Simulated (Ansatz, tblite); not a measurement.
Removing and adding an electron: Si₃. Total charge 0; singlet. Geometry: PBE-D4/def2-TZVP. Ansatz, gas phase; energy differences of separate SCF runs; the oxidised species was run as a doublet alone; the reduced species was run as a doublet alone.

| atom | x (Å) | y (Å) | z (Å) |
| --- | --- | --- | --- |
| Si1 | 0.337 | -1.009 | -0.290 |
| Si2 | 0.744 | 0.491 | 1.252 |
| Si3 | -1.081 | 0.518 | -0.961 |

The xTB rows come from tblite. HSE06 is defined as in plane-wave codes, on full-range PBE exchange. Correlated methods freeze 15 core orbitals. In CCSD on the charge -1 doublet the largest single amplitude is 0.19, so its Hartree–Fock determinant may place the open shell otherwise than the density functionals do. At PBE0-D4/def2-TZVP a triplet of charge 0 lies 0.21 eV below the restricted singlet, each at its own geometry. The structure comes from a short search, and lower isomers may exist.

| level | −HOMO (eV) | vertical IE (eV) | −LUMO (eV) | vertical EA (eV) | HOMO–LUMO gap (eV) | remarks |
| --- | --- | --- | --- | --- | --- | --- |
| PBE-D4/def2-TZVP | 5.38 | 8.09 | 4.28 | – | 1.10 | – |
| PBE-D4/def2-TZVPD | 5.41 | – | 4.31 | 1.89 | 1.10 | HOMO above zero (-1 doublet) |
| r2SCAN-D4/def2-TZVP | 5.57 | 8.11 | 4.30 | – | 1.27 | spin-contaminated (⟨S²⟩ 0.91) (+1 doublet) |
| r2SCAN-D4/def2-TZVPD | 5.58 | – | 4.31 | 2.03 | 1.27 | HOMO above zero (-1 doublet) |
| PBE0-D4/def2-TZVP | 6.28 | 8.14 | 3.62 | – | 2.66 | spin-contaminated (⟨S²⟩ 0.85) (+1 doublet) |
| HSE06-D4/def2-TZVP | 5.90 | 8.14 | 3.99 | – | 1.91 | spin-contaminated (⟨S²⟩ 0.85) (+1 doublet) |
| CCSD/def2-TZVPD | – | – | – | 1.75 | – | large T1 (0.032) (singlet), large T1 (0.062) (-1 doublet), restricted SCF unstable (singlet), spin-contaminated (⟨S²⟩ 1.08) (-1 doublet) |

Q: Estimate the rows for GFN1-xTB, GFN2-xTB, r2SCANh-D4/def2-TZVP, PBE0-D4/def2-TZVPD, r2SCAN0-D4/def2-TZVP, CCSD(T)/def2-TZVPD.

A: 
```
               level  −HOMO (eV)  vertical IE (eV)  −LUMO (eV)  vertical EA (eV)  HOMO–LUMO gap (eV)                                                                                                                                   remarks
            GFN1-xTB        9.36             11.43        8.39                 –                0.97                                                                                                                                         –
            GFN2-xTB        6.04              9.35        5.24                 –                0.79                                                                                                                                         –
r2SCANh-D4/def2-TZVP        5.89              8.11        4.03                 –                1.86                                                                                                spin-contaminated (⟨S²⟩ 0.95) (+1 doublet)
  PBE0-D4/def2-TZVPD        6.30                 –        3.64              1.98                2.66                                                                                                                                         –
r2SCAN0-D4/def2-TZVP        6.38              8.11        3.63                 –                2.75                                                                                                spin-contaminated (⟨S²⟩ 1.03) (+1 doublet)
  CCSD(T)/def2-TZVPD           –                 –           –              1.76                   –  large T1 (0.032) (singlet), large T1 (0.062) (-1 doublet), restricted SCF unstable (singlet), spin-contaminated (⟨S²⟩ 1.08) (-1 doublet)
```

Run but left out: HF/def2-TZVP, HF/def2-TZVPP, PBE-QIDH/def2-TZVP, HF/def2-TZVPD (singlet: restricted singlet, unstable towards broken spin symmetry); MP2/def2-TZVPP, CCSD/def2-TZVPP, CCSD(T)/def2-TZVPP (charge +1 doublet: ⟨S²⟩ 1.60, where a pure state has 0.75); MP2/def2-TZVPD (charge -1 doublet: ⟨S²⟩ 1.08, where a pure state has 0.75).   A HOMO above zero means that the electron is unbound at that level or that self-interaction error raises the level; the energy of removing that electron tells which. Raw xTB energy differences between charge states are shifted by several eV; the methods need an empirical correction for them.
